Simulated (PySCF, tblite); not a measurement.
# C5H7F+ (doublet): geometry, infrared bands and EPR parameters

Aim: predict the infrared bands and EPR parameters of C5H7F+ (doublet) (`FC[C@H]1[CH+][CH]C1`).

Programs: tblite 0.8.0 and PySCF 2.14.0, with density-fitted response routines of our own. Each step states its level of theory. These are calculated values for one molecule in the gas phase, unless marked as measured. Atoms are numbered from 0 throughout.

## 1. Starting geometry

13 atoms, charge 1, multiplicity 2; geometry from: force field or distance geometry start.

Bonds of the start (Å): F0–C1 1.39, C1–C2 1.48, C2–C3 1.52, C3–C4 1.50, C4–C5 1.53, C5–C2 1.53, C1–H6 1.12, C1–H7 1.10, C2–H8 1.12, C3–H9 1.06, C4–H10 1.12, C5–H11 1.11, C5–H12 1.08.

## 2. Optimising the geometry with GFN2-xTB

What the job is given:

```
{"job": {"kind": "relax", "xc": "GFN2-xTB", "basis": "xTB"}, "charge": 1, "multiplicity": 2}
F      1.823800     1.228400     1.101600
C      1.528500     0.154700     0.271200
C      0.069100    -0.087100     0.378800
C     -0.805300     1.072000    -0.062200
C     -1.823200     0.018300    -0.406500
C     -0.597500    -0.827700    -0.776400
H      2.104400    -0.708000     0.684600
H      1.841300     0.351300    -0.767300
H     -0.281000    -0.486400     1.363300
H     -0.775000     2.134400    -0.100000
H     -2.234800    -0.381600     0.549500
H     -0.720100    -1.904400    -0.537700
H     -0.134700    -0.563400    -1.716600
```

Started as:

```bash
> OMP_NUM_THREADS=1 python probes_run.py task.json out
```

This one command runs all jobs of the session in turn.

Output:

```text
step      E/eV     max force
  0    -499.16236    4.580
  1    -499.65518    2.040
  2    -499.89942    1.828
  3    -500.15855    1.536
  4    -500.32325    1.526
  5    -500.44358    1.163
  6    -500.54465    0.888
  7    -500.65771    1.392
  8    -500.75315    1.457
  9    -500.87069    1.015
 10    -500.95916    0.895
 11    -501.01677    0.674
 12    -501.07553    0.839
 13    -501.11388    1.101
 14    -501.14068    0.428
 15    -501.16065    0.334
 16    -501.19877    0.423
 17    -501.22806    0.510
 18    -501.26005    0.508
 19    -501.28282    0.459
 20    -501.30221    0.385
 21    -501.32027    0.360
 22    -501.34289    0.403
 23    -501.36206    0.331
 24    -501.37732    0.302
 25    -501.39053    0.295
 26    -501.40089    0.349
 27    -501.40850    0.217
 28    -501.41552    0.260
 29    -501.42260    0.186
 30    -501.42790    0.130
 31    -501.43055    0.125
 32    -501.43281    0.133
 33    -501.43533    0.143
 34    -501.43771    0.129
 35    -501.43931    0.100
 36    -501.44025    0.089
 37    -501.44093    0.077
 38    -501.44172    0.087
 39    -501.44272    0.102
 40    -501.44364    0.081
 41    -501.44433    0.075
 42    -501.44495    0.069
 43    -501.44562    0.080
 44    -501.44628    0.075
 45    -501.44679    0.065
 46    -501.44718    0.064
 47    -501.44761    0.076
 48    -501.44824    0.099
 49    -501.44906    0.092
 50    -501.44995    0.074
 51    -501.45082    0.074
 52    -501.45168    0.079
 53    -501.45263    0.102
 54    -501.45373    0.092
 55    -501.45483    0.070
 56    -501.45575    0.069
 57    -501.45632    0.073
 58    -501.45678    0.068
 59    -501.45711    0.042
 60    -501.45741    0.036
 61    -501.45749    0.029
 62    -501.45761    0.019
 63    -501.45769    0.019
 64    -501.45776    0.018
 65    -501.45780    0.014
 66    -501.45782    0.010
 67    -501.45783    0.008
```

Run time: 0.25 s. Hardware: 1 thread of Arm Neoverse V2, shared host.

Step by step: (not every step is listed)

```tsv
step	energy from step 0 (eV)	largest force (eV/Å)
0	0.0000	4.5795
1	-0.4928	2.0398
2	-0.7371	1.8281
3	-0.9962	1.5360
4	-1.1609	1.5256
5	-1.2812	1.1634
6	-1.3823	0.8877
7	-1.4954	1.3918
8	-1.5908	1.4567
13	-1.9515	1.1012
18	-2.0977	0.5075
23	-2.1997	0.3306
28	-2.2532	0.2604
33	-2.2730	0.1429
38	-2.2794	0.0874
43	-2.2833	0.0802
48	-2.2859	0.0986
53	-2.2903	0.1022
58	-2.2944	0.0681
62	-2.2953	0.0193
63	-2.2953	0.0192
64	-2.2954	0.0185
65	-2.2954	0.0139
66	-2.2955	0.0100
67	-2.2955	0.0082
```

Distances of close pairs at the start and the end, largest changes first:

```tsv
bond	before (Å)	after (Å)	change (Å)
C3–C4	1.505	1.354	-0.151
C1–C2	1.483	1.536	+0.053
F0–C1	1.389	1.347	-0.043
C4–C5	1.535	1.493	-0.042
C4–H10	1.115	1.079	-0.036
C2–H8	1.119	1.090	-0.029
C2–C5	1.526	1.546	+0.021
C5–H11	1.110	1.094	-0.015
```

The next job starts from the end point, and lists it.

## 3. Vibrational analysis with GFN2-xTB

What the job is given:

```
{"job": {"kind": "ir", "xc": "GFN2-xTB", "basis": "xTB"}, "charge": 1, "multiplicity": 2}
F      2.063536     1.105643     1.130379
C      1.565164     0.325505     0.152460
C      0.153351    -0.147692     0.530582
C     -0.859724     0.934332     0.227306
C     -1.625674     0.085630    -0.497817
C     -0.619031    -1.016776    -0.488458
H      2.204627    -0.571662     0.083492
H      1.602222     0.891011    -0.787126
H      0.136955    -0.512689     1.557533
H     -0.833927     1.988013     0.447389
H     -2.659888     0.082560    -0.804135
H     -1.031739    -1.968527    -0.140096
H     -0.100260    -1.194862    -1.429237
```

Output:

```text
mode    cm-1     km/mol
  1      81.0      7.30
  2     174.1      1.54
  3     226.3      9.73
  4     366.0      9.07
  5     438.6      7.80
  6     562.7     38.21
  7     731.6     17.14
  8     796.7     27.60
  9     821.5     18.93
 10     860.3     38.71
 11     921.4     69.28
 12     955.7      2.23
 13     976.5      4.83
 14     991.3     13.76
 15    1033.7     12.22
 16    1061.4     16.81
 17    1091.7     85.34
 18    1114.9      2.53
 19    1131.9      0.53
 20    1147.5     11.72
 21    1183.4     31.50
 22    1212.4     22.78
 23    1247.0     11.05
 24    1343.7     69.71
 25    1358.3     27.47
 26    1446.7     35.74
 27    2829.9     90.06
 28    2928.5     13.83
 29    2941.1     45.31
 30    2995.9      5.83
 31    3009.1     13.27
 32    3072.9     63.14
 33    3105.5     52.19
```

Run time: 0.23 s. Hardware: 1 thread of Arm Neoverse V2, shared host.

The strongest bands and the atoms that carry them (share of the mass-weighted mode):

```tsv
cm⁻¹	km/mol	atoms
860	38.7	C3 25 %, H10 17 %, H9 16 %, C4 13 %
921	69.3	H11 19 %, C5 19 %, C2 18 %, C4 13 %
1092	85.3	C1 41 %, F0 32 %, H8 10 %
1344	69.7	H12 37 %, H11 32 %
2830	90.1	H6 93 %
2941	45.3	H11 91 %
3073	63.1	H10 82 %
3106	52.2	H9 82 %
```

## 4. EPR parameters: B3LYP/pcH-1

Same as in step 3 but for these lines:

```diff
@@ -1,2 +1,2 @@
-{"job": {"kind": "ir", "xc": "GFN2-xTB", "basis": "xTB"}, "charge": 1, "multiplicity": 2}
+{"job": {"kind": "epr", "basis": "pcH-1"}, "charge": 1, "multiplicity": 2}
 F      2.063536     1.105643     1.130379
```

Level: UKS B3LYP, pcH-1 on C F H, non-relativistic, mean-field spin-orbit, GIAO.

Output:

```text
UKS, coarse grid
  cycle   1  E = -294.15041025  |g| = 3.54e-01
  cycle   2  E = -293.87502626  |g| = 8.92e-01
  cycle   3  E = -294.18606924  |g| = 1.39e-01
  cycle   4  E = -294.19413691  |g| = 5.57e-02
  cycle   5  E = -294.19538333  |g| = 1.78e-02
  cycle   6  E = -294.19553105  |g| = 8.47e-03
  cycle   7  E = -294.19556426  |g| = 2.02e-03
  cycle   8  E = -294.19556701  |g| = 7.16e-04
UKS, final grid
  cycle   1  E = -294.19557110  |g| = 1.04e-03
  cycle   2  E = -294.19557037  |g| = 1.80e-03
  cycle   3  E = -294.19557153  |g| = 1.18e-04
  cycle   4  E = -294.19557153  |g| = 3.45e-05
  cycle   5  E = -294.19557153  |g| = 2.02e-05
E = -294.19557153 Eh   <S^2> = 0.7531 (exact 0.7500)
g shifts (ppm)      1          2          3
  rmc          -162       -162       -162
  gc             15         11         41
  oz_so          56       1120       2950
  total         -92        968       2829
hyperfine (MHz)  atom isotope    a_iso     a_fc   dipolar eigenvalues
    0   19F      27.58      27.58    -81.69    -80.58    162.27
    1   13C      20.54      20.54    -11.34    -10.58     21.91
    2   13C     -14.60     -14.60    -10.11     -8.70     18.81
    3   13C      24.16      24.16    -39.88    -34.05     73.93
    4   13C      22.31      22.31    -37.90    -33.69     71.59
    5   13C      -5.45      -5.45     -6.12     -3.74      9.86
    6    1H      98.81      98.81     -5.56     -2.89      8.45
    7    1H      -5.29      -5.29     -6.29     -0.74      7.03
    8    1H      11.40      11.40     -5.64     -3.62      9.26
    9    1H      -9.61      -9.61    -16.95     -5.60     22.55
   10    1H       4.04       4.04    -17.22     -6.04     23.27
   11    1H      93.41      93.41     -5.62     -2.35      7.97
   12    1H      32.84      32.84     -5.46     -3.63      9.09
```

Wall time 38 s (1 thread of Arm Neoverse V2, shared host); peak memory 0.87 GiB.

Principal g values 2.00223, 2.00329, 2.00515; g(iso) = 2.00355, against 2.00232 for a free electron.

Hyperfine couplings, nucleus by nucleus at this fixed geometry (no averaging over rotations):

```tsv
nuclei	isotope	a(iso) (MHz)	a(iso) (G, at g = 2.0023)	largest dipolar term (MHz)
H6	1H	98.8	35.3	8.5
H11	1H	93.4	33.3	8.0
H12	1H	32.8	11.7	9.1
F0	19F	27.6	9.8	162.3
C3	13C	24.2	8.6	73.9
C4	13C	22.3	8.0	71.6
C1	13C	20.5	7.3	21.9
C2	13C	-14.6	-5.2	18.8
H8	1H	11.4	4.1	9.3
H9	1H	-9.6	-3.4	22.5
C5	13C	-5.4	-1.9	9.9
H7	1H	-5.3	-1.9	7.0
H10	1H	4.0	1.4	23.3
```

Mulliken spin populations:

F0 0.04; C1 0.07; C2 0.02; C3 0.40; C4 0.40; C5 0.00; H6 0.04; H7 0.00; H8 0.00; H9 -0.01; H10 0.00; H11 0.04; H12 0.01

In first order the couplings over 0.8 MHz of 1H, 19F give 222 distinct lines over 101.0 G.

Orbitals, density, ELF and potential are computed afterwards from the orbital file.

ELF in a plane through or near 7 of the atoms.

Ten even steps from ' ' (0.00) to '@' (1.00):
```
                                                        
                                                        
                                                        
                        ..**##**..                      
                      ..@@@@@@@@##::                    
                      ..@@@@@@@@##::                    
          ..--==--..    ++@@@@%%**--....--++--..        
        ..--**##**::    ::**==..####++##@@@@@@##        
        ::++%%%%**--::::::##**++%%++::@@@@@@@@@@..      
        ::==******----****++==::++::==%%@@@@@@%%..      
              ::++==..****++**==##@@%%++====--..        
            ..##@@@@**==--++##--::==++::                
          ..%%@@@@@@%%--  ::++**++**==..                
          ..%%@@@@@@##..  ..++##**++==::                
            ..++%%##..      ..::......                  
                                                        
                                                        
                                                        
                                                        
                                                        
```
The map spans 10.6 Å across and 9.6 Å up, centred on the molecule. Atoms in the plane (x, y in Å): C1 (-1.6, -0.1), C3 (0.5, 1.2), C4 (1.6, 0.4), C5 (0.9, -0.9), H6 (-2.0, -1.2), H9 (0.2, 2.2), H10 (2.7, 0.7).

On the surface of density 0.002 e/bohr³ the electrostatic potential runs, from the 1st to the 99th percentile, from 2.54 V near F0 to 6.18 V near H7.

The spin density lies nearest to C3, C4 about 31 % each; C1, C2 about 6 % each.

## 5. What came out

| quantity | value |
| --- | --- |
| strongest single infrared mode (GFN2-xTB) | 2830 cm⁻¹, 90 km/mol |
| zero-point energy (GFN2-xTB) | 63.1 kcal/mol |
| g(iso) (B3LYP) | 2.00355 |
| ⟨S²⟩ | 0.753 (exact 0.75) |
| largest a(iso) | 1H on H6, 98.8 MHz |

Relaxing lowered the energy by 2.295 eV in 67 steps; the close pair that moved most is C3–C4, from 1.505 to 1.354 Å. All 33 modes are real, so the xTB geometry is a minimum. The strongest single mode, at 2830 cm⁻¹, moves mainly H6. Unscaled tight-binding wavenumbers are off by several per cent, some by more. Its intensities can rank the bands wrongly. The largest spin populations lie on C3 (0.40 e), C4 (0.40 e). The isotropic g lies 1.2 ppt above the free-electron value.
